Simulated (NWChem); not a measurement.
System: difluoromethane (CH₂F₂); SMILES C(F)F

Input file for NWChem:

```
start job
memory heap 200 mb stack 900 mb global 1100 mb
geometry units angstroms
  F      1.095795     0.000000    -0.289454
  C      0.000000     0.000000     0.488708
  F     -1.095795     0.000000    -0.289454
  H      0.000000     0.913695     1.109296
  H      0.000000    -0.913695     1.109296
end
basis spherical
  * library def2-svp
end
dft
  xc becke88 lyp
  iterations 150
end
driver
  maxiter 120
end
task dft optimize
task dft freq
```

NWChem printed, in part:

```
             Northwest Computational Chemistry Package (NWChem) 7.3.0
             --------------------------------------------------------

 C2V symmetry detected

                             Geometry "geometry" -> ""
                             -------------------------

 Output coordinates in angstroms (scale by  1.889725989 to convert to a.u.)

  No.       Tag          Charge          X              Y              Z
 ---- ---------------- ---------- -------------- -------------- --------------
    1 F                    9.0000     1.09579500     0.00000000    -0.28717200
    2 C                    6.0000     0.00000000     0.00000000     0.49099000
    3 F                    9.0000    -1.09579500     0.00000000    -0.28717200
    4 H                    1.0000     0.00000000     0.91369500     1.11157800
    5 H                    1.0000     0.00000000    -0.91369500     1.11157800

 Effective nuclear repulsion energy (a.u.)      77.6550658504

      Symmetry information
      --------------------

 Group name             C2v
 Group number             16
 Group order               4
 No. of unique centers     3

                                Z-matrix (autoz)
                                --------

 Units are Angstrom for bonds and degrees for angles

      Type          Name      I     J     K     L     M      Value
      ----------- --------  ----- ----- ----- ----- ----- ----------
    1 Stretch                  1     2                       1.34399
    2 Stretch                  2     3                       1.34399
    3 Stretch                  2     4                       1.10452
    4 Stretch                  2     5                       1.10452
    5 Bend                     1     2     3               109.24024
    6 Bend                     1     2     4               108.98465
    7 Bend                     1     2     5               108.98465
    8 Bend                     3     2     4               108.98465
    9 Bend                     3     2     5               108.98465
   10 Bend                     4     2     5               111.63076

                           NWChem Geometry Optimization
                           ----------------------------

 maximum gradient threshold         (gmax) =   0.000450
 rms gradient threshold             (grms) =   0.000300
 maximum cartesian step threshold   (xmax) =   0.001800
 rms cartesian step threshold       (xrms) =   0.001200
 fixed trust radius                (trust) =   0.300000
 source of zmatrix                         =   autoz

          -------------------
          Energy Minimization
          -------------------

 Using diagonal initial Hessian
 Scaling for Hessian diagonals: bonds = 1.00  angles = 0.25  torsions = 0.10

          --------
          Step   0

                                 NWChem DFT Module
                                 -----------------

 Summary of "ao basis" -> "ao basis" (spherical)
 ------------------------------------------------------------------------------
       Tag                 Description            Shells   Functions and Types
 ---------------- ------------------------------  ------  ---------------------
 F                          def2-svp                 6       14   3s2p1d
 C                          def2-svp                 6       14   3s2p1d
 H                          def2-svp                 3        5   2s1p

      Symmetry analysis of basis
      --------------------------

        a1         21
        a2          6
        b1         14
        b2         11

            General Information
            -------------------
          SCF calculation type: DFT
          Wavefunction type:  closed shell.
          No. of atoms     :     5
          No. of electrons :    26
           Alpha electrons :    13
            Beta electrons :    13
          Charge           :     0
          Spin multiplicity:     1
          Use of symmetry is: on ; symmetry adaption is: on
          Maximum number of iterations: 150
          AO basis - number of functions:    52
                     number of shells:    24
          Convergence on energy requested:  1.00D-06
          Convergence on density requested:  1.00D-05
          Convergence on gradient requested:  5.00D-04

              XC Information
              --------------
                    Becke 1988 Exchange Functional  1.000
              Lee-Yang-Parr Correlation Functional  1.000

[...]

      ----------------------
      Optimization converged
      ----------------------

  Step       Energy      Delta E   Gmax     Grms     Xrms     Xmax
  ---- ---------------- -------- -------- -------- -------- --------
@    4    -238.75812418 -1.7D-07  0.00002  0.00001  0.00033  0.00061
                                     ok       ok       ok       ok

                                Z-matrix (autoz)
                                --------

 Units are Angstrom for bonds and degrees for angles

      Type          Name      I     J     K     L     M      Value     Gradient
      ----------- --------  ----- ----- ----- ----- ----- ---------- ----------
    1 Stretch                  1     2                       1.36830   -0.00000
    2 Stretch                  2     3                       1.36830   -0.00000
    3 Stretch                  2     4                       1.11442    0.00002
    4 Stretch                  2     5                       1.11442    0.00002
    5 Bend                     1     2     3               109.46389    0.00000
    6 Bend                     1     2     4               108.89745    0.00000
    7 Bend                     1     2     5               108.89745    0.00000
    8 Bend                     3     2     4               108.89745    0.00000
    9 Bend                     3     2     5               108.89745    0.00000
   10 Bend                     4     2     5               111.76142   -0.00000

                         Geometry "geometry" -> "geometry"
                         ---------------------------------

 Output coordinates in angstroms (scale by  1.889725989 to convert to a.u.)

  No.       Tag          Charge          X              Y              Z
 ---- ---------------- ---------- -------------- -------------- --------------
    1 F                    9.0000     1.11716428     0.00000000    -0.29611504
    2 C                    6.0000     0.00000000     0.00000000     0.49394660
    3 F                    9.0000    -1.11716428     0.00000000    -0.29611504
    4 H                    1.0000     0.00000000     0.92259386     1.11904274
    5 H                    1.0000     0.00000000    -0.92259386     1.11904274

 Effective nuclear repulsion energy (a.u.)      76.3429708046

      Symmetry information
      --------------------

 Group name             C2v
 Group number             16
 Group order               4
 No. of unique centers     3

                Final and change from initial internal coordinates
                --------------------------------------------------

                                Z-matrix (autoz)
                                --------

 Units are Angstrom for bonds and degrees for angles

[...]

 Rotational Constants
 --------------------
 A=   1.633777 cm-1  (  2.350588 K)
 B=   0.343071 cm-1  (  0.493592 K)
 C=   0.300899 cm-1  (  0.432916 K)

 Temperature                      =   298.15K
 frequency scaling parameter      =   1.0000

 Zero-Point correction to Energy  =   19.770 kcal/mol  (  0.031506 au)
 Thermal correction to Energy     =   21.747 kcal/mol  (  0.034656 au)
 Thermal correction to Enthalpy   =   22.339 kcal/mol  (  0.035599 au)

 Total Entropy                    =   59.037 cal/mol-K
   - Translational                =   37.753 cal/mol-K (mol. weight =  52.0124)
   - Rotational                   =   20.399 cal/mol-K (symmetry #  =        2)
   - Vibrational                  =    0.885 cal/mol-K

 Cv (constant volume heat capacity) =    8.400 cal/mol-K
   - Translational                  =    2.979 cal/mol-K
   - Rotational                     =    2.979 cal/mol-K
   - Vibrational                    =    2.441 cal/mol-K

[normal modes left out]

 ----------------------------------------------------------------------------
 Normal Eigenvalue ||           Projected Infra Red Intensities
  Mode   [cm**-1]  || [atomic units] [(debye/angs)**2] [(KM/mol)] [arbitrary]
 ------ ---------- || -------------- ----------------- ---------- -----------
    1       -0.000 ||    0.008646           0.199         8.429       2.439
    2       -0.000 ||    0.000988           0.023         0.963       0.279
    3       -0.000 ||    0.001663           0.038         1.621       0.469
    4       -0.000 ||    0.001345           0.031         1.311       0.379
    5        0.000 ||    0.000071           0.002         0.069       0.020
    6        0.000 ||    0.001095           0.025         1.067       0.309
    7      512.336 ||    0.003696           0.085         3.603       1.042
    8     1067.723 ||    0.221332           5.106       215.765      62.424
    9     1085.188 ||    0.098426           2.271        95.951      27.760
   10     1143.922 ||    0.019109           0.441        18.628       5.389
   11     1219.052 ||    0.000000           0.000         0.000       0.000
   12     1428.553 ||    0.038263           0.883        37.301      10.792
   13     1468.525 ||    0.003735           0.086         3.641       1.053
   14     2923.703 ||    0.059139           1.364        57.652      16.679
   15     2987.076 ||    0.074339           1.715        72.469      20.966
 ----------------------------------------------------------------------------
```

Level: BLYP/def2-SVP.
